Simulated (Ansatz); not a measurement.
**Rutile TiO2**

These are LDA (PAW; Ansatz, a quantum-chemistry and plane-wave program) values and carry that method's errors.

Run with plane-wave cutoff 520 eV, 8×8×12 k mesh (along the axes of the cell as run), Fermi–Dirac smearing 0.01 eV, no spin polarisation, scalar-relativistic PAW data made under PBE.

Cell: measured lattice: a = b = 4.5940 Å, c = 2.9580 Å, α = β = γ = 90.00°.

- band gap = 1.82 eV (direct)

Note: cell and atoms aren't relaxed at this level (pressure -8.1 GPa).

Static lattice: no zero-point or thermal effects.
